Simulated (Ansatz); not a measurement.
1T (CdI2-type) PtS2 was calculated with PBE0-D4 (Ansatz, an electronic-structure program, PAW).

Run with plane-wave cutoff 500 eV, 12×12×6 k mesh (along the axes of the cell as run), Fermi–Dirac smearing 0.05 eV, scalar-relativistic PAW data made under PBE.

Computed at the level's own relaxed cell.

Task: Give the computed equilibrium volume per atom, lattice parameter a and c axis length.

Result: 
- equilibrium volume per atom = 17.62 Å³/atom
- lattice parameter a = 3.529 Å
- c axis length = 4.900 Å

Measured, for comparison: lattice constant a 3.542 Å (temperature not stated, no zero-point or thermal correction; as tabulated in Björkman (2014), arXiv:1406.2436); lattice parameter c 5.036 Å (temperature not stated, zero-point anharmonic expansion removed (computed with revB86b-DF2); no thermal correction; as tabulated in Björkman (2014), arXiv:1406.2436). Computed (rounded) less measured: lattice constant a -0.4 %, lattice parameter c -2.7 %. A static lattice is as a rule a little smaller and stiffer than an uncorrected measurement, which narrows the difference in the lattice constant a and would widen misses of the other sign.

Note: exact exchange on metals is sensitive to the k mesh and can open a false gap.

Spin–orbit coupling is not included.
